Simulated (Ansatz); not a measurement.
# Energy profile

The step: SiH₄O ([OH][SiH3]) + CH₄ → CH₆Si ([CH3][SiH3]) + H₂O; bonds formed: Si1–C7, O2–H6; bonds broken: Si1–O2, H6–C7 (atoms numbered as in the saddle structure below).

```
11
angstrom
Si -0.9675 0.1236 0.3145
O 0.4912 1.0366 1.0930
H -1.5319 -1.1506 -0.2364
H -1.6012 0.0654 1.6774
H -1.5355 1.2378 -0.4744
H 0.8968 0.3469 0.2378
C 0.7573 -0.4862 -0.9159
H 0.6858 0.7846 2.0023
H 0.8488 -1.5593 -0.7518
H 0.1914 -0.3112 -1.8324
H 1.7646 -0.0878 -1.1141
```

Electronic energies by CCSD(T) at an estimated basis limit (MP2 extrapolated from triple and quadruple zeta, plus CCSD(T) − MP2 in triple zeta), on PBE0-D4/def2-TZVP structures; CH8OSi, singlet; no counterpoise correction. Computed with Ansatz 0.2.0 (basis: def2-TZVPP and def2-QZVPP); correlated methods freeze the cores. Extrapolation: Hartree–Fock as exp(−7.88 √X), correlation as X^−2.97.

Problem. Give the profile in kJ/mol, counted from the separated reactants. (An estimate is asked for; the value comes from the calculation.)

Solution. The calculation gives:
```json
{"point": "separated: SiH4O (linked as [OH][SiH3]; Si1, O2, H3, H4, H5, H8; singlet) + CH4 (H6, C7, H9, H10, H11; singlet)", "kJ/mol": "0.0"}
{"point": "start structure", "kJ/mol": "-4.2"}
{"point": "saddle", "kJ/mol": "291.6"}
{"point": "end structure", "kJ/mol": "80.5"}
{"point": "separated: CH6Si (linked as [CH3][SiH3]; Si1, H3, H4, H5, C7, H9, H10, H11; singlet) + H2O (O2, H6, H8; singlet)", "kJ/mol": "89.0"}
```

The T1 diagnostic stays at or below 0.012.

For scale, one of the runs: CCSD(T)/def2-TZVPP, 216 basis functions, launched by `ansatz run in.yaml --threads 4 --pin off --events-out ev --progress --plain --max-ram 9574MiB`. Time: 43 s of wall clock on 4 CPU threads of an Arm Neoverse V2; the host was shared. Peak host memory: 3.2 GiB.
